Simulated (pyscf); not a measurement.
F–Si(F)(F)–F (SMILES F[Si](F)(F)F) + H₂O (SMILES O) + H₂O (SMILES O) → HO–Si(F)(F)–F (SMILES O[Si](F)(F)F) + HF (SMILES F) + H₂O (SMILES O) (multi-bond step; singlet surface; F–Si, H–O, H–O broken, O–Si, F–H, H–O formed). Single points on ωB97X-D3(BJ)/def2-SVP structures (PySCF, gas phase). Energies in kcal/mol from the separated reactants.

```
level                      barrier  reaction energy
----------------------  ----------  ---------------
ωB97X-D3(BJ)/def2-TZVP        -0.2             +7.0
r²SCAN/def2-TZVP        (withheld)       (withheld)
PBE0-D3(BJ)/def2-TZVP         -3.1             +6.9
M06-2X/def2-TZVP              -3.7             +6.7
ωB97M-D3(BJ)/def2-TZVP        -0.1             +7.4
HF/def2-TZVP            (withheld)             +7.7
```

Problem. What belongs in the gaps?

Solution. 
- r²SCAN/def2-TZVP, barrier: -4.5
- r²SCAN/def2-TZVP, reaction energy: +7.9
- HF/def2-TZVP, barrier: 21.4

On the reactant side the descent ends in an adduct with a O–Si contact, 14.2 kcal/mol under the separated species and 14.0 kcal/mol under the saddle at ωB97X-D3(BJ)/def2-TZVP. On the product side the descent ends in an adduct with a F–Si contact, 11.5 kcal/mol under the separated species and 4.2 kcal/mol under the saddle at ωB97X-D3(BJ)/def2-TZVP. At ωB97X-D3(BJ), r²SCAN, PBE0-D3(BJ), M06-2X, ωB97M-D3(BJ) the saddle lies under the separated reactants, which points to a path from their complex (located at ωB97X-D3(BJ) alone). At ωB97X-D3(BJ), r²SCAN, PBE0-D3(BJ), M06-2X, ωB97M-D3(BJ) the saddle lies under the separated products, which points to a path from their complex (located at ωB97X-D3(BJ) alone), and parting the products costs more than the saddle. What is counted as formed (O–Si) is already present as a longer contact in the reactant adduct; forming that adduct is a step of its own. What is counted as broken (F–Si) persists as a longer contact in the product adduct; parting that adduct is a step of its own. This is the saddle that the search found; another between the same sides may lie lower.
